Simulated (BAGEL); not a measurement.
# RI-MP2/MIDI! (density fitting with svp-jkfit) run of CHClF2 (difluorochloromethane)

Aim: the energy difference between two shapes of CHClF2 (difluorochloromethane) at RI-MP2/MIDI! (density fitting with svp-jkfit), from 2 runs. 

The calculation is run with BAGEL 1.2.2.

6 further runs of the same task are left out: 2 that didn't finish, 4 set aside as unsound or not needed.

### 1 The molecule

The species is CHClF2 (5 atoms), meant as a singlet with charge 0. As SMILES, `FC(F)Cl`. The shape is that of a PBE0-D4/def2-TZVP optimisation.

Bond lengths: F1–C2 1.334 Å, C2–F3 1.334 Å, C2–Cl4 1.763 Å, C2–H5 1.090 Å. Angles: F1–C2–F3 108.3°, F1–C2–Cl4 109.7°, F3–C2–Cl4 109.7°, F1–C2–H5 110.0°, F3–C2–H5 110.0°, Cl4–C2–H5 109.0°.

### 2 A single-point energy at RI-MP2/MIDI! (density fitting with svp-jkfit)

The input, input.json:

```json
{ "bagel" : [

{
  "title" : "molecule",
  "basis" : "midi_.json",
  "df_basis" : "svp-jkfit",
  "angstrom" : "false",
  "geometry" : [
    { "atom" : "F", "xyz" : [     0.07351035,    -1.07355341,     2.30981224 ] },
    { "atom" : "C", "xyz" : [     0.20673604,     0.04459754,     0.05347925 ] },
    { "atom" : "F", "xyz" : [     1.59530679,    -1.40954672,    -1.46812823 ] },
    { "atom" : "Cl", "xyz" : [    -2.85537617,     0.39476379,    -1.21093650 ] },
    { "atom" : "H", "xyz" : [     1.07449827,     1.90446599,     0.23772755 ] }
  ]
},

{ "title" : "hf" },

{ "title" : "mp2", "ncore" : 8 }

]}
```

The basis set MIDI! is read from a file made from the Basis Set Exchange's data (not shown).

Run with:

```bash
$ BAGEL_NUM_THREADS=1 BAGEL input.json > input.out
```

Output:

```text
* using 1 threads per process

  ===============================================================
  ===============================================================

  *** Geometry ***

  { "atom" : "F", "xyz" : [      0.073510,     -1.073553,      2.309812 ] },
  { "atom" : "C", "xyz" : [      0.206736,      0.044598,      0.053479 ] },
  { "atom" : "F", "xyz" : [      1.595307,     -1.409547,     -1.468128 ] },
  { "atom" : "Cl", "xyz" : [     -2.855376,      0.394764,     -1.210937 ] },
  { "atom" : "H", "xyz" : [      1.074498,      1.904466,      0.237728 ] },

  Number of auxiliary basis functions:      375

  Since a DF basis is specified, we compute 2- and 3-index integrals:
    o Being stored without compression. Storage requirement is 0.010 GB

  Number of basis functions:       57
  Number of electrons      :       42

    * METHOD: MOLECULE                             0.08

  *** RHF ***

  === Nuclear Repulsion ===
   168.4067451075

      * DIIS with orbital gradients will be used.

  === RHF iteration (midi_.json) ===
      0       -693.18327340          0.02499116           0.03
      1       -693.27696209          0.01486729           0.03
      2       -693.32050521          0.00141987           0.02
      3       -693.32153842          0.00022418           0.02
      4       -693.32157538          0.00005579           0.02
      5       -693.32157755          0.00001809           0.02
      6       -693.32157772          0.00000410           0.02
      7       -693.32157773          0.00000094           0.02
      8       -693.32157773          0.00000036           0.02
      9       -693.32157773          0.00000013           0.02
     10       -693.32157773          0.00000004           0.02
     11       -693.32157773          0.00000001           0.02
     12       -693.32157773          0.00000000           0.02
    * SCF iteration converged.

    * Permanent dipole moment:
           (   -0.337830,    -0.577396,    -0.084504) a.u.

    * METHOD: HF                                   0.40

  *** RHF ***

  === Nuclear Repulsion ===
   168.4067451075

      * DIIS with orbital gradients will be used.

  === RHF iteration (midi_.json) ===
      0       -693.32157773          0.00000000           0.02
    * SCF iteration converged.

    * Permanent dipole moment:
           (   -0.337830,    -0.577396,    -0.084504) a.u.

  === DF-MP2 calculation ===

    * freezing 8 orbitals
    * 3-index integral transformation done
    * assembly done

      MP2 correlation energy:   -0.5530893465      0.01

      MP2 total energy:       -693.8746670738

    * METHOD: MP2                                  0.06

  ===============================================================
```

Wall time 0.68 s (1 thread of Arm Neoverse V2, shared host).

### 3 The distorted shape at the same level

The input, input.json:

```json
{ "bagel" : [

{
  "title" : "molecule",
  "basis" : "midi_.json",
  "df_basis" : "svp-jkfit",
  "angstrom" : false,
  "geometry" : [
    { "atom" : "F", "xyz" : [  0.02437558, -1.12040539,  2.44698557 ] },
    { "atom" : "C", "xyz" : [  0.17587114,  0.01299187,  0.12041713 ] },
    { "atom" : "F", "xyz" : [  1.57162097, -1.38769959, -1.50345855 ] },
    { "atom" : "Cl", "xyz" : [ -2.85571821,  0.34523029, -1.26583115 ] },
    { "atom" : "H", "xyz" : [  1.09168344,  1.88276626,  0.20019759 ] }
  ]
},
{ "title" : "hf", "charge" : 0 },
{ "title" : "mp2", "charge" : 0, "ncore" : 8 }

]}
```

The basis set MIDI! is read from a file made from the Basis Set Exchange's data (not shown).

Run with:

```bash
$ BAGEL_NUM_THREADS=1 BAGEL input.json > input.out
```

Output:

```text
* using 1 threads per process

  ===============================================================
  ===============================================================

  *** Geometry ***

  { "atom" : "F", "xyz" : [      0.024376,     -1.120405,      2.446986 ] },
  { "atom" : "C", "xyz" : [      0.175871,      0.012992,      0.120417 ] },
  { "atom" : "F", "xyz" : [      1.571621,     -1.387700,     -1.503459 ] },
  { "atom" : "Cl", "xyz" : [     -2.855718,      0.345230,     -1.265831 ] },
  { "atom" : "H", "xyz" : [      1.091683,      1.882766,      0.200198 ] },

  Number of auxiliary basis functions:      375

  Since a DF basis is specified, we compute 2- and 3-index integrals:
    o Being stored without compression. Storage requirement is 0.010 GB

  Number of basis functions:       57
  Number of electrons      :       42

    * METHOD: MOLECULE                             0.08

  *** RHF ***

  === Nuclear Repulsion ===
   166.0607364562

      * DIIS with orbital gradients will be used.

  === RHF iteration (midi_.json) ===
      0       -693.16884114          0.02567546           0.02
      1       -693.26575963          0.01579255           0.02
      2       -693.31542609          0.00149917           0.02
      3       -693.31662769          0.00025062           0.02
      4       -693.31667229          0.00007948           0.03
      5       -693.31667575          0.00002636           0.03
      6       -693.31667612          0.00000647           0.02
      7       -693.31667614          0.00000223           0.02
      8       -693.31667614          0.00000064           0.02
      9       -693.31667614          0.00000021           0.03
     10       -693.31667614          0.00000008           0.02
     11       -693.31667614          0.00000003           0.02
     12       -693.31667614          0.00000001           0.02
     13       -693.31667614          0.00000000           0.02
    * SCF iteration converged.

    * Permanent dipole moment:
           (   -0.326284,    -0.589489,    -0.093032) a.u.

    * METHOD: HF                                   0.41

  *** RHF ***

  === Nuclear Repulsion ===
   166.0607364562

      * DIIS with orbital gradients will be used.

  === RHF iteration (midi_.json) ===
      0       -693.31667614          0.00000000           0.02
    * SCF iteration converged.

    * Permanent dipole moment:
           (   -0.326284,    -0.589489,    -0.093032) a.u.

  === DF-MP2 calculation ===

    * freezing 8 orbitals
    * 3-index integral transformation done
    * assembly done

      MP2 correlation energy:   -0.5560978347      0.01

      MP2 total energy:       -693.8727739771

    * METHOD: MP2                                  0.06

  ===============================================================
```

It took 0.68 s on 1 thread of Arm Neoverse V2, shared host.

### 4 Summary of results

At RI-MP2/MIDI! (density fitting with svp-jkfit), 8 core orbitals frozen:

| quantity | value |
| --- | --- |
| first shape: total energy | -693.87467 Eh |
| first shape: correlation energy (8 core orbitals frozen) | -553.1 mEh |
| distorted shape: total energy | -693.87277 Eh |
| distorted shape: correlation energy (8 core orbitals frozen) | -556.1 mEh |
| energy change with the atoms displaced | 0.052 eV |

In words: With the atoms displaced the energy rises by 0.05 eV (5.0 kJ/mol). The first shape isn't relaxed at this level, so the change isn't measured from a minimum.
